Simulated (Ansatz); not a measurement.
This was printed by a script on the Python package of Ansatz (0.2.0), for a ladder of methods at one geometry of C3H3ClS, SMILES ClC=C1CS1. What did the script look like? Level of theory (for the species named): r2scan0, def2-SVP basis, multiplicity 1. The script varies functional: r2scan0, pbe, pbe0, b3lyp, lc_wpbe.

```xyz
8

Cl   -0.9183   -0.3599    2.2883
C    -0.4273    0.7370    1.0422
C     0.0104    0.3094   -0.1185
C     0.4238   -0.7905   -0.9165
S     0.6530    0.8839   -1.5416
H    -0.5076    1.7998    1.3118
H     1.2801   -1.3493   -0.6982
H    -0.4219   -1.2874   -1.4234
```

```console
$ python run_methods.py
functional    E (Ha)        dipole (D)   HOMO (eV)  LUMO (eV)
r2scan0       -973.945403     1.001      -6.536      0.003
pbe           -973.584692     0.948      -5.176     -1.015
pbe0          -973.665272     0.962      -6.359     -0.059
b3lyp         -974.118124     0.955      -6.047     -0.184
lc_wpbe       -973.764914     0.926      -8.980      2.165
```

The script that was run (others could print the same):

The script, `run_methods.py`:
```python
"""C3H3ClS at several levels of theory."""

from dataclasses import dataclass
from pathlib import Path
import warnings

import ansatz as az
from ase import Atoms
import numpy as np


@dataclass
class Settings:
    basis: str = "def2-SVP"


settings = Settings()

warnings.simplefilter("ignore", az.DeckWarning)

atoms = Atoms(["Cl", "C", "C", "C", "S", "H", "H", "H"], positions=[
    (-0.9183, -0.3599, 2.2883),
    (-0.4273, 0.737, 1.0422),
    (0.0104, 0.3094, -0.1185),
    (0.4238, -0.7905, -0.9165),
    (0.653, 0.8839, -1.5416),
    (-0.5076, 1.7998, 1.3118),
    (1.2801, -1.3493, -0.6982),
    (-0.4219, -1.2874, -1.4234),
])
mol = az.Crystal.molecule_from_ase(atoms)

model = mol.calculation().basis(gaussian=settings.basis)

print("functional    E (Ha)        dipole (D)   HOMO (eV)  LUMO (eV)")
for name in ["r2scan0", "pbe", "pbe0", "b3lyp", "lc_wpbe"]:
    summary = model.functional(name).forces().orbitals().run(threads=1, runs_dir="runs").report
    lines = Path(summary["orbitals_path"]).read_text().splitlines()
    field_of = lambda key: [line.split("=")[1].strip() for line in lines if line.startswith(key)]
    orbitals = [(27.211386 * float(e), s, float(n)) for e, s, n in zip(field_of("Ene="), field_of("Spin="), field_of("Occup="))]
    homo = max(e for e, _, n in orbitals if n > 0.5)
    lumo = min(e for e, _, n in orbitals if n < 0.5)
    dipole = 4.803205 * np.linalg.norm(summary["charge_distribution"]["dipole_moment_e_ang"])
    print(f"{name:10s} {summary['free_energy_ev'] / 27.211386246:14.6f} {dipole:9.3f} {homo:11.3f} {lumo:10.3f}")
```

Notes:
- Total energies depend on the basis set; only differences at equal settings carry meaning.
- The geometry is a force-field or estimated start, not a minimum of this method, and the basis set is short of its limit. A lower total doesn't mark the better method: functionals have no common bound, and MP2 and coupled cluster aren't variational.
- b3lyp holds the VWN-RPA fit, as in Gaussian; the form of ORCA and Turbomole is b3lyp5.
- Levels such as HOMO and LUMO are orbital energies: with these approximate functionals they aren't the ionisation energy and electron affinity, and their gap isn't the fundamental gap.
- Wall time of the script: 9.1 s on 1 thread of AMD EPYC 9R45 96-Core Processor (Zen 5), on a shared host, peak memory 0.28 GiB.
